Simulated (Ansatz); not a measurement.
# H2NSi: the cost of one run

The runs use Ansatz 0.2.0, Gaussian basis; def2-QZVPP, all electrons in the functionals, frozen cores in the correlation of double hybrids and RPA.

The runs, in order: PBE, BLYP, r2SCAN, B97M-V, PBE0, B3LYP, wB97M-V, B2PLYP, at charge 0, doublet; charge 0, quartet; charge 1, singlet; charge 1, triplet.

2 further runs of the same task are left out: 2 set aside as unsound or not needed. Runs told in other sessions of the task aren't counted.

## 1. The system

The geometry is a PBE0/def2-TZVP stationary point (not a proven minimum).

4 atoms, charge 0, spin multiplicity 2.

Atoms are counted from 1 here; the program's logs count them from 0.

Bond lengths: Si1–N2 1.705 Å, N2–H3 1.010 Å, N2–H4 1.010 Å. Angles: Si1–N2–H3 124.3°, Si1–N2–H4 124.3°, H3–N2–H4 111.4°.

No dispersion term is added; B97M-V, wB97M-V hold VV10 nonlocal correlation. B3LYP takes the VWN-RPA correlation.

The geometry shown and the zero of energy belong to the point charge 0, doublet. The yardstick, UCCSD(T), and other wave-function levels (R restricted, U unrestricted, valence and pair active spaces) come from earlier runs.

## 2. PBE, charge 0, doublet

Contents of in.yaml:

```yaml
crystal:
  periodic: [false, false, false]
  atoms:
    - {symbol: Si, position_ang: [0.000000, 0.000000, 0.645532]}
    - {symbol: N, position_ang: [0.000000, 0.000000, -1.059936]}
    - {symbol: H, position_ang: [0.000000, 0.834992, -1.628999]}
    - {symbol: H, position_ang: [0.000000, -0.834993, -1.628999]}
basis:
  gaussian: {orbitals: "def2-QZVPP.json"}
magnetization: {spin_polarized: true, initial_magnetization: 1}
hamiltonian: {xc: {name: PBE}}
output: {orbitals: {seedname: orbitals}}
```

On the command line:

```
$ ansatz run in.yaml --threads 1 --pin off --events-out ev --progress --plain --max-ram 2393MiB
```

**Question.** How long does this run take on 1 thread of Arm Neoverse V2, shared host, and how much memory does it need?

About 8.5 s, with a peak of 0.3 GiB.
